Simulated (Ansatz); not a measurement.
# CH₇AlO: basis-set convergence

One table from this session's results is given with a row withheld; the runs are named, their logs left out.

Computed with Ansatz 0.2.0, Gaussian basis. Level: one geometry, several basis sets.

Plan: PBE0-D4/def2-SVP; ωB97M-V/def2-SVP; PBE0-D4/def2-QZVPP; ωB97M-V/def2-QZVPP; the functionals' def2-TZVPP values are taken from earlier runs.

## Structure used throughout

An earlier PBE0-D4 in a triple-zeta def2 set relaxation fixed the geometry.

10 atoms, charge 0, spin multiplicity 1.

Atoms are counted from 1 here; the program's logs count them from 0.

Bond lengths: C1–O2 1.434 Å, C1–H4 1.090 Å, C1–H5 1.091 Å, C1–H6 1.088 Å, O2–Al3 1.989 Å, O2–H7 0.963 Å, Al3–H8 1.605 Å, Al3–H9 1.597 Å, Al3–H10 1.600 Å. Angles: O2–C1–H4 109.6°, O2–C1–H5 110.6°, O2–C1–H6 106.1°, H4–C1–H5 111.1°, H4–C1–H6 109.7°, H5–C1–H6 109.6°, C1–O2–Al3 119.2°, C1–O2–H7 111.0°, Al3–O2–H7 112.2°, O2–Al3–H8 99.4°, O2–Al3–H9 99.4°, O2–Al3–H10 96.2°, H8–Al3–H9 116.6°, H8–Al3–H10 117.1°, H9–Al3–H10 120.1°.

The first run:

Input file in.yaml:

```yaml
crystal:
  periodic: [false, false, false]
  atoms:
    - {symbol: C, position_ang: [-1.049003, 0.619973, -0.668656]}
    - {symbol: O, position_ang: [0.338982, 0.266827, -0.599303]}
    - {symbol: Al, position_ang: [1.027852, -0.640791, 1.030880]}
    - {symbol: H, position_ang: [-1.218845, 1.269063, -1.527808]}
    - {symbol: H, position_ang: [-1.670612, -0.274994, -0.724510]}
    - {symbol: H, position_ang: [-1.269631, 1.161217, 0.249222]}
    - {symbol: H, position_ang: [0.624385, -0.170445, -1.407871]}
    - {symbol: H, position_ang: [-0.050179, -1.823563, 1.146979]}
    - {symbol: H, position_ang: [0.888910, 0.558629, 2.076485]}
    - {symbol: H, position_ang: [2.461242, -1.017114, 0.427482]}
basis:
  gaussian: {orbitals: def2-SVP}
hamiltonian: {xc: pbe0, dispersion: d4}
output: {orbitals: {seedname: orbitals}}
```

Steps of the session up to this table: PBE0-D4 in def2-SVP; ωB97M-V in def2-SVP; PBE0-D4 in def2-QZVPP; ωB97M-V in def2-QZVPP.

One of the session's tables, all rows but one given; the rest of the session is left out.

It belongs to the step «Functionals by basis». 

```
functional       basis  HOMO (eV)
   PBE0-D4    def2-SVP      -7.38
   PBE0-D4  def2-TZVPP      -7.44
   PBE0-D4  def2-QZVPP          ?
   ωB97M-V    def2-SVP      -9.56
   ωB97M-V  def2-TZVPP      -9.68
   ωB97M-V  def2-QZVPP      -9.70
```

Estimate the missing values for PBE0-D4, def2-QZVPP.

The run gave: HOMO (eV): -7.45. In the column «HOMO (eV)» it lies between ωB97M-V, def2-SVP (-9.56) and PBE0-D4, def2-TZVPP (-7.44).
